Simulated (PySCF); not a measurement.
How the method moves the HOMO and LUMO of BClFH

BClFH.
Cartesian coordinates in Å at the PBE0-D3(BJ)/def2-SVP level; atoms count from 1:
```
atom  x, y, z in Å
F1    -0.711   -0.194    0.105
B2     0.201    0.746    0.104
Cl3    1.882    0.281    0.112
H4    -0.126    1.902    0.097
```

The species is `FBCl` (BClFH).

Basis pcSseg-2 throughout (PySCF), one geometry. Geometry: PBE0-D3(BJ)/def2-SVP; no solvent, vibrations or thermal averaging.

Q: How do the orbital energies, the gap and the dipole change with the method?

A: 
| method | kind | HOMO (eV) | LUMO (eV) | gap (eV) | μ (D) | SCF cycles |
| --- | --- | --- | --- | --- | --- | --- |
| BLYP | GGA | -7.95 | -2.02 | 5.92 | 0.65 | 13 |
| B97-D | GGA | -8.08 | -1.95 | 6.13 | 0.67 | 14 |
| PBE | GGA | -8.09 | -2.16 | 5.93 | 0.64 | 13 |
| OPBE | GGA | -8.11 | -1.98 | 6.13 | 0.64 | 15 |
| BP86 | GGA | -8.18 | -2.21 | 5.97 | 0.64 | 14 |
| KT2 | GGA | -8.19 | -2.12 | 6.07 | 0.69 | 14 |
| LDA | LDA | -8.21 | -2.45 | 5.76 | 0.66 | 13 |
| KT3 | GGA | -8.23 | -2.06 | 6.17 | 0.69 | 14 |
| B3LYP | global hybrid | -9.26 | -1.39 | 7.88 | 0.76 | 12 |
| B97-2 | global hybrid | -9.26 | -1.12 | 8.14 | 0.76 | 13 |
| PBE0 | global hybrid | -9.53 | -1.14 | 8.39 | 0.76 | 12 |
| mPW1PW91 | global hybrid | -9.55 | -1.14 | 8.42 | 0.76 | 12 |
| BHandHLYP | global hybrid | -10.85 | -0.09 | 10.75 | 0.88 | 11 |
| CAM-B3LYP | range-separated hybrid | -10.95 | -0.03 | 10.91 | 0.81 | 11 |
| wB97X-D | range-separated hybrid | -11.43 | 0.78 | 12.20 | 0.79 | 12 |
| LC-wPBE | range-separated hybrid | -12.38 | 1.20 | 13.58 | 0.82 | 12 |
| HF | Hartree–Fock | -12.94 | 2.25 | 15.19 | 1.01 | 10 |

The HOMO spans 4.99 eV, from BLYP down to HF, and the gap runs from 5.76 eV (LDA) to 15.19 eV (HF). Over the methods BLYP (0 %), B97-D (0 %), PBE (0 %), OPBE (0 %), BP86 (0 %), KT2 (0 %), LDA (0 %), KT3 (0 %), B3LYP (20 %), B97-2 (21 %), PBE0 (25 %), mPW1PW91 (25 %), BHandHLYP (50 %), HF (100 %), a straight line through the gap against the share of exact exchange rises by 0.92 eV for each 10 % (correlation coefficient 0.999). The dipole ranges from 0.64 D (PBE) to 1.01 D (HF). This basis has no diffuse functions.

The vertical ΔSCF ionisation energy at PBE0/def2-SVPD is 12.34 eV; −ε(HOMO) comes closest to it with LC-wPBE (12.38 eV).
